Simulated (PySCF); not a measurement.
Gas-phase reaction: 2 AlO + 2 AlCl3.H2O = AlCl2OH + 2 AlCl2 + Al(OH)3

Computed with PySCF and rigid-rotor harmonic-oscillator thermochemistry at 1 bar. † marks an energy on the PBE0/def2-TZVP geometry and frequencies; other levels use their own. Open shells (unrestricted): AlO (multiplicity 2), AlCl2 (multiplicity 2); the rest are closed-shell singlets. B3LYP is the form with VWN-RPA correlation. Adducts (AlCl3.H2O) have no counterpoise correction, and HF, PBE, BLYP, B3LYP and PBE0 lack dispersion. AlCl3.H2O, AlCl2OH, Al(OH)3: computed as isolated molecules; such fragments, hydroxides, amides, oligomers or adducts are transient or little studied in the gas.

```tsv
level	ΔH°(298 K), kJ
B3LYP/def2-TZVP†	(withheld)
M06-2X/def2-TZVP†	(withheld)
PBE/def2-TZVP†	-397
PBE0/def2-TZVP	-446
r2SCAN/def2-TZVP†	(withheld)
LDA/def2-TZVP†	(withheld)
ωB97M-V/def2-TZVP†	-421
ωB97X-V/def2-TZVP†	-441
```

**Question.** Some entries are withheld; supply them.

**Answer.** 
- B3LYP/def2-TZVP†, ΔH°(298 K), kJ: -435
- M06-2X/def2-TZVP†, ΔH°(298 K), kJ: -468
- r2SCAN/def2-TZVP†, ΔH°(298 K), kJ: -432
- LDA/def2-TZVP†, ΔH°(298 K), kJ: -395
